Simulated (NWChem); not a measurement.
# PH (SMILES [PH]): levels of theory compared

Wanted: a comparison of 6 runs (UHF/cc-pVTZ, UB3LYP/6-31G*, UB3LYP/cc-pVTZ, UPBE/cc-pVTZ, UPBE0/cc-pVTZ, USVWN5/cc-pVTZ) of PH. 

The results are computed with NWChem 7.3.0.

19 further runs of the same task are left out: 19 set aside as unsound or not needed. Runs told in other sessions of the task aren't counted.

## Step 1: Starting point

The species is PH (2 atoms), meant as a triplet with charge 0. SMILES: `[PH]`. The P1–H2 distance was set to 1.643 Å, away from the relaxed value.

Bond lengths: P1–H2 1.643 Å.

## Step 2: The energy at UHF/cc-pVTZ (run 1)

The input, calc.nw:

```
start calc
title "HP"
memory stack 880 mb heap 220 mb global 1100 mb
geometry units angstroms noautosym nocenter noautoz
 P     0.000000    0.000000   -0.228820
 H     0.000000    0.000000    1.413680
end
basis spherical bse
 * library cc-pVTZ
end
scf
 nopen 2
 uhf
 thresh 1e-08
 maxiter 80
 print medium
end
task scf energy
```

Started as:

```sh
$ nwchem calc.nw > calc.out
```

Output:

```text
[...]
  functions       =    48
[...]
  wavefunction    = UHF
[...]
         Total SCF energy =   -341.282662171764
      One electron energy =   -481.645509405547
      Two electron energy =    135.530178293147
 Nuclear repulsion energy =      4.832668940637
                       Sz =      1.0000
                 Sz(Sz+1) =      2.0000
                      S^2 =      2.0266
[...]
```

Run time: 25 s. Hardware: 1 thread of Intel Xeon Platinum 8175M at 2.50GHz (Skylake/Cascade Lake), shared host; peak memory 0.098 GiB.

## Step 3: A single-point energy at UB3LYP/6-31G(d) (Cartesian functions) (run 2)

The input, work.nw:

```
start work
title "HP"
memory total 2200 mb
charge 0
geometry units angstroms noautosym nocenter noautoz
 P      0.000000     0.000000    -0.228820
 H      0.000000     0.000000     1.413680
end
basis
 P library 6-31G*
 H library 6-31G*
end
dft
 xc b3lyp
 mult 3
 grid xfine
 convergence energy 1e-08
 iterations 100
 mulliken
end
task dft energy
```

Started as:

```sh
$ nwchem work.nw > work.out
```

Output:

```text
[...]
          Wavefunction type:  spin polarized.
          No. of atoms     :     2
          No. of electrons :    16
[...]
          Charge           :     0
          Spin multiplicity:     3
[...]
          AO basis - number of functions:    21
[...]
              XC Information
              --------------
                         B3LYP Method XC Potential
                     Hartree-Fock (Exact) Exchange  0.200
                        Slater Exchange Functional  0.800 local
                    Becke 1988 Exchange Functional  0.720 non-local
              Lee-Yang-Parr Correlation Functional  0.810
                  VWN I RPA Correlation Functional  0.190 local
[...]
 d= 0,ls=0.0,diis     1   -341.8491183716 -3.47D+02  1.64D-02  3.85D-02     0.8
[...]
 d= 0,ls=0.0,diis    10   -341.8660382056 -2.02D-09  1.43D-06  1.44D-10     5.6
[...]
         Total DFT energy =     -341.866038205622
      One electron energy =     -481.722582537734
           Coulomb energy =      158.540270202775
    Exchange-Corr. energy =      -23.516394811300
 Nuclear repulsion energy =        4.832668940637
[...]
      Total Density - Mulliken Population Analysis
     ---------------------------------------------
    Atom       Charge   Shell Charges
 -----------   ------   -------------------------------------------------------
    1 P   15    14.97   2.00  1.99  5.97  1.43  2.01  0.59  1.02 -0.05
    2 H    1     1.03   0.45  0.58
[...]
      <S2> =      2.0058 (Exact =     2.0000)
[...]
```

It took 6.3 s on 1 thread of Intel Xeon Platinum 8175M at 2.50GHz (Skylake/Cascade Lake), shared host; peak memory 0.11 GiB.

Run 3 isn't shown in full; the table further down has it.

## Step 4: The energy at UPBE/cc-pVTZ (run 4)

The input, mymol.nw:

```
start mymol
memory 2200 mb

geometry units angstroms noautosym nocenter noautoz
P        0.000000       0.000000      -0.228820
H        0.000000       0.000000       1.413680
end

basis spherical bse
* library cc-pVTZ
end

dft
xc xpbe96 cpbe96
mult 3
grid xfine
convergence energy 1e-08
maxiter 100
mulliken
noprint "final vectors analysis"
end

task dft energy
```

Started as:

```sh
$ nwchem mymol.nw > mymol.out
```

Output:

```text
[...]
          Wavefunction type:  spin polarized.
          No. of atoms     :     2
          No. of electrons :    16
[...]
          Charge           :     0
          Spin multiplicity:     3
[...]
          AO basis - number of functions:    48
[...]
              XC Information
              --------------
          PerdewBurkeErnzerhof Exchange Functional  1.000
            Perdew 1991 LDA Correlation Functional  1.000 local
           PerdewBurkeErnz. Correlation Functional  1.000 non-local
[...]
 d= 0,ls=0.0,diis     1   -341.6977236488 -3.47D+02  5.78D-03  5.57D-02     3.5
[...]
 d= 0,ls=0.0,diis     8   -341.7158414690 -3.02D-09  1.08D-06  1.49D-09    18.5
[...]
         Total DFT energy =     -341.715841469033
      One electron energy =     -481.696238940750
           Coulomb energy =      158.467528005697
    Exchange-Corr. energy =      -23.319799474616
 Nuclear repulsion energy =        4.832668940637
[...]
      Total Density - Mulliken Population Analysis
     ---------------------------------------------
    Atom       Charge   Shell Charges
 -----------   ------   -------------------------------------------------------
    1 P   15    15.00   2.00  1.86  0.24  1.18  0.67  5.74  0.57  1.64  1.07  0.01  0.02  0.00
    2 H    1     1.00   0.21  0.52  0.25  0.00  0.02  0.00
[...]
      <S2> =      2.0073 (Exact =     2.0000)
[...]
```

It took 19 s on 1 thread of Intel Xeon Platinum 8175M at 2.50GHz (Skylake/Cascade Lake), shared host; peak memory 0.11 GiB.

Run 5 isn't shown in full; the table further down has it.

## Step 5: The energy at USVWN5/cc-pVTZ (run 6)

The input, m1.nw:

```
start m1
title "HP energy"
memory total 2200 mb
geometry units bohr noautosym nocenter noautoz
   P    0.00000000   0.00000000  -0.43240713
   H    0.00000000   0.00000000   2.67146803
end
basis spherical bse
   * library cc-pVTZ
end
dft
   xc slater vwn_5
   mult 3
   grid xfine
   convergence energy 1e-08
   iterations 100
   mulliken
end
task dft
```

Started as:

```sh
$ nwchem m1.nw > m1.out
```

Output:

```text
[...]
          Wavefunction type:  spin polarized.
          No. of atoms     :     2
          No. of electrons :    16
[...]
          Charge           :     0
          Spin multiplicity:     3
[...]
          AO basis - number of functions:    48
[...]
              XC Information
              --------------
                        Slater Exchange Functional  1.000 local
                      VWN V Correlation Functional  1.000 local
[...]
 d= 0,ls=0.0,diis     1   -340.5752639531 -3.45D+02  5.73D-03  1.07D-01     2.7
[...]
 d= 0,ls=0.0,diis     8   -340.5956415008 -2.05D-09  3.58D-07  1.92D-10    11.3
[...]
         Total DFT energy =     -340.595641500830
      One electron energy =     -481.606010382287
           Coulomb energy =      158.352089765452
    Exchange-Corr. energy =      -22.174389476246
 Nuclear repulsion energy =        4.832668592251
[...]
      Total Density - Mulliken Population Analysis
     ---------------------------------------------
    Atom       Charge   Shell Charges
 -----------   ------   -------------------------------------------------------
    1 P   15    15.02   2.00  1.83  0.27  1.16  0.68  5.73  0.61  1.59  1.12  0.01  0.02  0.00
    2 H    1     0.98   0.20  0.50  0.26  0.00  0.02  0.00
[...]
      <S2> =      2.0047 (Exact =     2.0000)
[...]
```

Run time: 12 s. Hardware: 1 thread of Intel Xeon Platinum 8175M at 2.50GHz (Skylake/Cascade Lake), shared host; peak memory 0.11 GiB.

## Step 6: All runs side by side

```csv
run,level,Cartesian functions,iteration cap,energy (Eh),dipole moment (D),HOMO energy (eV),LUMO energy (eV),wall time
1,UHF/cc-pVTZ,no,80,-341.282662,0.18,-10.59,1.27,25 s
2,UB3LYP/6-31G* (Cartesian functions),yes,100,-341.866038,0.27,-7.00,-3.27,6.3 s
3,UB3LYP/cc-pVTZ,no,100,-341.898298,0.13,-7.03,-3.34,20 s
4,UPBE/cc-pVTZ,no,100,-341.715841,0.19,–,–,19 s
5,UPBE0/cc-pVTZ,no,100,-341.746646,0.21,–,–,23 s
6,USVWN5/cc-pVTZ,no,100,-340.595642,0.26,-6.14,-4.36,12 s
```

## Step 7: Results

| quantity | value |
| --- | --- |
| run 6: total energy | -340.59564 Eh |
| run 6: dipole moment | 0.26 D |
| run 6: HOMO energy (highest over α and β) | -6.14 eV |
| run 6: LUMO energy (lowest over α and β) | -4.36 eV |
| run 6: ⟨S²⟩ | 2.005 |

What this shows: The dipole moment (its size) runs from 0.13 D (UB3LYP/cc-pVTZ) to 0.27 D (UB3LYP/6-31G*). Totals of different functionals can't be ranked against each other. All runs together took 1.8 min, the longest 25 s.
